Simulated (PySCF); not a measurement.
```xyz
3
charge 0 multiplicity 2, angstrom
Al    0.4844    0.0000    0.0000
F    -0.3434   -1.4234    0.0000
F    -0.3434    1.4234    0.0000
```

All numbers come from PySCF, UPBE0, basis Al def2-TZVP, F def2-TZVP (no relativity, density fitting).

This geometry of AlF₂ is a stationary point at this level.

Task: What is the point group?

Result: C2v.

Task: Is it a minimum?

Result: Yes: all harmonic wavenumbers are real.

Task: Give the atomic charges and bond orders.

Result: 
```json
{"atom": "Al1", "Mulliken": "0.64", "Löwdin": "0.07", "polar tensor": "1.09", "spin (Mulliken)": "0.94", "Mayer order to Al1": "–"}
{"atom": "F2,3", "Mulliken": "-0.32", "Löwdin": "-0.03", "polar tensor": "-0.54", "spin (Mulliken)": "0.03", "Mayer order to Al1": "1.12"}
```

Task: What is the atomisation energy, with and without zero-point energy?

Result: 1095 kJ/mol without, 1084 kJ/mol with.

Only a few start shapes were tried, so a lower isomer may exist.
